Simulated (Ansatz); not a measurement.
# C2H5OS: the cost of one run

All numbers below are computed with Ansatz 0.2.0 (UKS PBE-D4/def2-SVP).

## Step 1: The structure to begin with

Bond lengths: C1–C2 1.471 Å, C2–O3 1.279 Å, C2–S4 1.701 Å, C1–H5 1.093 Å, C1–H6 1.091 Å, C1–H7 1.090 Å, O3–H8 0.976 Å, S4–H9 1.339 Å. Angles: C1–C2–O3 116.9°, C1–C2–S4 122.9°, O3–C2–S4 120.2°, C2–C1–H5 110.6°, C2–C1–H6 111.5°, C2–C1–H7 109.8°, H5–C1–H6 106.9°, H5–C1–H7 108.6°, H6–C1–H7 109.4°, C2–O3–H8 118.7°, C2–S4–H9 97.6°.

Coordinates:

```xyz
9

C     0.2089    0.7970   -0.6189
C     0.0215   -0.4659    0.1109
O     0.5455   -1.5138   -0.4020
S    -0.8396   -0.5687    1.5747
H     0.8055    1.4974   -0.0291
H    -0.7451    1.2864   -0.8215
H     0.7252    0.6070   -1.5596
H     0.4422   -2.3654    0.0645
H    -1.1643    0.7259    1.6811
```

## Step 2: End point A

Input file input.yaml:

```yaml
crystal:
  periodic: [false, false, false]
  atoms:
    - { symbol: C, position_ang: [0.2089, 0.797, -0.6189] }
    - { symbol: C, position_ang: [0.02152, -0.46588, 0.11085] }
    - { symbol: O, position_ang: [0.54554, -1.51384, -0.40197] }
    - { symbol: S, position_ang: [-0.83961, -0.56869, 1.57469] }
    - { symbol: H, position_ang: [0.80554, 1.49745, -0.02913] }
    - { symbol: H, position_ang: [-0.74507, 1.28642, -0.82153] }
    - { symbol: H, position_ang: [0.72524, 0.60704, -1.55965] }
    - { symbol: H, position_ang: [0.44225, -2.36542, 0.06455] }
    - { symbol: H, position_ang: [-1.16432, 0.72592, 1.6811] }
total_charge: 1
magnetization:
  spin_polarized: true
basis:
  gaussian: { orbitals: def2-SVP }
hamiltonian:
  xc: pbe
  dispersion: d4
relax:
  f_tol: 0.02
  max_steps: 50
```

On the command line:

```sh
$ ansatz run input.yaml --threads 2 --pin off --max-ram 3072MiB --backend cpu --events-out ev --progress --plain --runs-dir out
```

Q: Estimate wall time and peak memory on 2 threads of Arm Neoverse V1, shared host.

About 12 s, with a peak of 0.14 GiB.
